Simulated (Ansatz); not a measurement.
The cluster Li3H4. Total charge 0; doublet. Geometry r2SCAN-D4/def2-TZVP.

```xyz
7

Li    0.138    1.212    2.307
Li   -0.413   -1.366    1.345
Li    0.185    0.570   -0.663
H     0.387    0.880   -2.732
H    -0.230   -1.056   -0.333
H     0.215    0.151   -2.674
H    -0.282   -0.391    2.750
```

B3LYP takes the VWN-RPA correlation. In the doublet, H4 and H6 lie 0.75 Å apart (atoms count from 1), so H2 has formed as a molecule. The structure comes from a short search, and lower isomers may exist.

(1) Estimate the α-spin orbital energies around the gap (eV) in Ansatz with HF/STO-3G, PBE-D4/def2-TZVPD, B3LYP-D4/6-31G, PBE0-D4/def2-SVP, r2SCAN0-D4/def2-TZVP.

Answers

(1) 
```json
{"orbital": "HOMO−5", "HF/STO-3G": "-63.49", "PBE-D4/def2-TZVPD": "-50.26", "B3LYP-D4/6-31G": "-53.96", "PBE0-D4/def2-SVP": "-54.09", "r2SCAN0-D4/def2-TZVP": "-55.51"}
{"orbital": "HOMO−4", "HF/STO-3G": "-63.10", "PBE-D4/def2-TZVPD": "-49.63", "B3LYP-D4/6-31G": "-53.34", "PBE0-D4/def2-SVP": "-53.46", "r2SCAN0-D4/def2-TZVP": "-54.89"}
{"orbital": "HOMO−3", "HF/STO-3G": "-17.27", "PBE-D4/def2-TZVPD": "-11.66", "B3LYP-D4/6-31G": "-13.21", "PBE0-D4/def2-SVP": "-13.26", "r2SCAN0-D4/def2-TZVP": "-13.62"}
{"orbital": "HOMO−2", "HF/STO-3G": "-9.75", "PBE-D4/def2-TZVPD": "-6.07", "B3LYP-D4/6-31G": "-7.12", "PBE0-D4/def2-SVP": "-7.18", "r2SCAN0-D4/def2-TZVP": "-7.50"}
{"orbital": "HOMO−1", "HF/STO-3G": "-9.11", "PBE-D4/def2-TZVPD": "-5.53", "B3LYP-D4/6-31G": "-6.51", "PBE0-D4/def2-SVP": "-6.60", "r2SCAN0-D4/def2-TZVP": "-6.88"}
{"orbital": "HOMO", "HF/STO-3G": "-4.54", "PBE-D4/def2-TZVPD": "-2.82", "B3LYP-D4/6-31G": "-3.28", "PBE0-D4/def2-SVP": "-3.36", "r2SCAN0-D4/def2-TZVP": "-3.52"}
{"orbital": "LUMO", "HF/STO-3G": "3.00", "PBE-D4/def2-TZVPD": "-1.34", "B3LYP-D4/6-31G": "-0.78", "PBE0-D4/def2-SVP": "-0.39", "r2SCAN0-D4/def2-TZVP": "-0.54"}
{"orbital": "LUMO+1", "HF/STO-3G": "3.21", "PBE-D4/def2-TZVPD": "-1.07", "B3LYP-D4/6-31G": "-0.59", "PBE0-D4/def2-SVP": "-0.25", "r2SCAN0-D4/def2-TZVP": "-0.29"}
{"orbital": "LUMO+2", "HF/STO-3G": "3.83", "PBE-D4/def2-TZVPD": "-0.67", "B3LYP-D4/6-31G": "-0.16", "PBE0-D4/def2-SVP": "-0.06", "r2SCAN0-D4/def2-TZVP": "0.39"}
{"orbital": "LUMO+3", "HF/STO-3G": "5.50", "PBE-D4/def2-TZVPD": "-0.26", "B3LYP-D4/6-31G": "0.38", "PBE0-D4/def2-SVP": "0.49", "r2SCAN0-D4/def2-TZVP": "0.87"}
{"orbital": "LUMO+4", "HF/STO-3G": "5.91", "PBE-D4/def2-TZVPD": "0.00", "B3LYP-D4/6-31G": "0.74", "PBE0-D4/def2-SVP": "1.13", "r2SCAN0-D4/def2-TZVP": "1.39"}
{"orbital": "LUMO+5", "HF/STO-3G": "6.48", "PBE-D4/def2-TZVPD": "0.21", "B3LYP-D4/6-31G": "1.07", "PBE0-D4/def2-SVP": "1.78", "r2SCAN0-D4/def2-TZVP": "1.59"}
{"orbital": "β HOMO", "HF/STO-3G": "-8.96", "PBE-D4/def2-TZVPD": "-5.48", "B3LYP-D4/6-31G": "-6.43", "PBE0-D4/def2-SVP": "-6.52", "r2SCAN0-D4/def2-TZVP": "-6.76"}
{"orbital": "β LUMO", "HF/STO-3G": "3.18", "PBE-D4/def2-TZVPD": "-1.47", "B3LYP-D4/6-31G": "-1.05", "PBE0-D4/def2-SVP": "-0.74", "r2SCAN0-D4/def2-TZVP": "-1.01"}
```
